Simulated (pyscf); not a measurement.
Single points on ωB97X-D3(BJ)/def2-SVP structures (PySCF, gas phase).

For F–CH₂–Si(F)(F)–F + F–Si(F)(F)–F → F–Si(F)(F)–Si(F)(F)–F + F–CH₂–F, a four-centre exchange (singlet surface; C–Si, F–Si broken, Si–Si, C–F formed), PBE/def2-TZVP gives ΔE‡ = 4.33 eV and ΔE = +1.84 eV (zero: the separated reactants). In which direction and how far do r²SCAN/def2-TZVP, PBE0-D3(BJ)/def2-TZVP, ωB97M-D3(BJ)/def2-TZVP move these?

r²SCAN: ΔE‡ = 4.51 eV, ΔE = +2.09 eV; PBE0-D3(BJ): ΔE‡ = 4.67 eV, ΔE = +1.95 eV; ωB97M-D3(BJ): ΔE‡ = 4.86 eV, ΔE = +2.14 eV. PBE's barrier lies under all of them, by 0.19 to 0.53 eV. Its reaction energy lies under all of them, by 0.10 to 0.30 eV. On the product side the descent ends in a complex (not fully relaxed), 0.18 eV under the separated species and 3.02 eV under the saddle at ωB97X-D3(BJ)/def2-TZVP. At ωB97X-D3(BJ) the barrier from the zero used here is 4.75 eV. The same reactants have a lower exit, to •H₂C–F + F–Si•(F)–F + F–Si(F)(F)–F (no saddle counted: cutting one bond costs +4.14 eV at ωB97M-D3(BJ), against +4.86 eV here). This is the saddle that the search found; another between the same sides may lie lower.
